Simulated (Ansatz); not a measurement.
Mulliken charges of C4H5Cl (`CC1=C(Cl)C1`) from PBE/def2-TZVPP in Ansatz (PBE0-D4/def2-TZVP geometry).

```tsv
atom	x (Å)	y (Å)	z (Å)	charge (e)
C1	-1.157	-0.850	0.460	-0.194
C2	-0.085	-0.019	-0.093	0.031
C3	0.473	0.677	-1.020	-0.042
Cl4	0.432	1.298	-2.584	-0.054
C5	1.264	0.608	0.227	-0.179
H6	-1.582	-0.384	1.354	0.100
H7	-0.768	-1.827	0.764	0.100
H8	-1.955	-1.003	-0.268	0.100
H9	1.308	1.475	0.891	0.070
H10	2.152	-0.026	0.273	0.069
```

Task: By hand: the dipole of these point charges (1 e Å = 4.8032 D).

Result: Σ q r = (-0.238, -0.263, 0.316) e Å, of length 0.475 e Å = 2.28 D.

Task: How does the dipole of the full density compare? (Best estimate.)

Result: Computed: (-0.164, -0.188, 0.232) e Å, 1.64 D; the point charges give 1.39 times that, at 1° from its direction.

Point charges leave out the atoms' own dipoles, such as those of lone pairs, and Mulliken's split depends on the basis, so the two needn't agree.
